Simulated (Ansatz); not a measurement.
A calculation with Ansatz (development build ahead of 0.2.0).

```yaml
crystal:
  periodic: [false, false, false]
  atoms:
    - { symbol: P, position_ang: [0.07455, -0.03086, 0.01377] }
    - { symbol: H, position_ang: [0.30713, -0.65293, -1.1668] }
    - { symbol: H, position_ang: [0.49635, -0.86555, 0.99362] }
    - { symbol: H, position_ang: [0.87323, 1.06238, 0.05319] }
basis:
  gaussian: { orbitals: def2-SVP }
total_charge: 1
magnetization:
  spin_polarized: true
  initial_magnetization: 1
hamiltonian:
  xc: hf
output:
  forces: true
```

The input is written out in the form of the current development build from the run's settings.

Results

```json
{"Converged": "yes", "Total energy": "-342.04191 hartree", "Spin squared of the determinant": "0.755", "Stability test": "minimum"}
```

Forces (eV/Å):
```tsv
atom	Fx	Fy	Fz
P1	0.077	-0.020	-0.004
H2	-0.281	-0.502	-1.146
H3	-0.091	-0.725	1.057
H4	0.295	1.247	0.093
```
